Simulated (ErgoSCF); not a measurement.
# BF2 (SMILES F[B]F): a chain of runs

Wanted: a single-point energy (UOLYP/pc-0), then a single-point energy (UOLYP/pc-1), then a single-point energy (UOLYP/pc-2) of BF2. 

The calculation is run with ErgoSCF 3.8.

12 further runs of the same task are left out: 12 set aside as unsound or not needed.

## (1) Starting point

BF2: 3 atoms, total charge 0, spin state doublet. As SMILES, `F[B]F`. The shape is that of a PBE0-D4/def2-TZVP optimisation.

Bond lengths: F1–B2 1.306 Å, B2–F3 1.306 Å. Angles: F1–B2–F3 121.1°.

## (2) The energy at UOLYP/pc-0 (run 1)

File run.inp:

```
set_nthreads("env")
molecule_inline
F      0.96961847    -1.97344099     0.30235618
B      0.52723359     0.45447913     0.34260735
F     -1.51726111     1.39631863    -0.67009688
EOF
scf.output_mulliken_pop = 1
scf.use_diagonalization = 1
tmpdir = "."
spin_polarization = 1
scf.max_number_of_iterations = 70
basis = "pc-0"
scf.convergence_threshold = 1e-06
run "OLYP"
```

The basis set pc-0 is read from a file made from the Basis Set Exchange's data (not shown).

Command:

```sh
$ ergo run.inp
```

Standard output (excerpt; [...] marks lines left out):

```text
[...]
INDF Weighted mixed functional:
[...]
INSC Energy   1 =       -122.06972635037
[...]
INDE E_LUMO =         -0.09171258560
[...]
INSC Energy  18 =       -223.79537012154  ( diff     -0.000000000024329 )
[...]
RESC CONVERGED after  18 iterations.
RESC FINAL ENERGY:       -223.79537012154
RESC FINAL <S2> =          0.75157869709
[...]
INSC SCF: dipole_moment_x [atomic units] =       0.10213286
INSC SCF: dipole_moment_y [atomic units] =       0.09464190
INSC SCF: dipole_moment_z [atomic units] =       0.06711076
[...]
```

It took 1.1 s on 1 thread of Arm Neoverse V2, shared host; peak memory 0.26 GiB.

## (3) The energy at UOLYP/pc-1 (run 2)

run.inp, as its differences from that of step 2:

```diff
@@ -11,3 +11,3 @@
 scf.max_number_of_iterations = 70
-basis = "pc-0"
+basis = "pc-1"
 scf.convergence_threshold = 1e-06
```

The basis set pc-1 is read from a file made from the Basis Set Exchange's data (not shown).

Command:

```sh
$ ergo run.inp
```

Standard output (excerpt; [...] marks lines left out):

```text
[...]
INDF Weighted mixed functional:
[...]
INSC Energy   1 =       -109.83101313063
[...]
INDE E_LUMO =         -0.10693700130
[...]
INSC Energy  16 =       -224.46293073969  ( diff     -0.000000000019952 )
[...]
RESC CONVERGED after  16 iterations.
RESC FINAL ENERGY:       -224.46293073969
RESC FINAL <S2> =          0.75192491553
[...]
INSC SCF: dipole_moment_x [atomic units] =       0.05639633
INSC SCF: dipole_moment_y [atomic units] =       0.05218647
INSC SCF: dipole_moment_z [atomic units] =       0.03705151
[...]
```

Run time: 3.3 s. Hardware: 1 thread of Arm Neoverse V2, shared host; peak memory 0.26 GiB.

## (4) The energy at UOLYP/pc-2 (run 3)

run.inp, as its differences from that of step 3:

```diff
@@ -11,3 +11,3 @@
 scf.max_number_of_iterations = 70
-basis = "pc-1"
+basis = "pc-2"
 scf.convergence_threshold = 1e-06
```

The basis set pc-2 is read from a file made from the Basis Set Exchange's data (not shown).

Command:

```sh
$ ergo run.inp
```

Standard output (excerpt; [...] marks lines left out):

```text
[...]
INDF Weighted mixed functional:
[...]
INSC Energy   1 =        -59.17145053002
[...]
INDE E_LUMO =         -0.11519390599
[...]
INSC Energy  13 =       -224.61469809648  ( diff     -0.000000000235502 )
[...]
RESC CONVERGED after  13 iterations.
RESC FINAL ENERGY:       -224.61469809648
RESC FINAL <S2> =          0.75221062452
[...]
INSC SCF: dipole_moment_x [atomic units] =       0.05972038
INSC SCF: dipole_moment_y [atomic units] =       0.05526732
INSC SCF: dipole_moment_z [atomic units] =       0.03922544
[...]
```

It took 24 s on 1 thread of Arm Neoverse V2, shared host; peak memory 0.27 GiB.

## (5) What came out

| quantity | value |
| --- | --- |
| run 1, UOLYP/pc-0: total energy | -223.79537 Eh |
| run 1, UOLYP/pc-0: dipole moment | 0.39 D |
| run 1, UOLYP/pc-0: ⟨S²⟩ | 0.752 |
| run 2, UOLYP/pc-1: total energy | -224.46293 Eh |
| run 2, UOLYP/pc-1: dipole moment | 0.22 D |
| run 2, UOLYP/pc-1: ⟨S²⟩ | 0.752 |
| run 3, UOLYP/pc-2: total energy | -224.61470 Eh |
| run 3, UOLYP/pc-2: dipole moment | 0.23 D |
| run 3, UOLYP/pc-2: ⟨S²⟩ | 0.752 |

In words: Mulliken charges (run 2, UOLYP/pc-1) run from -0.18 on F3 to +0.36 on B2.
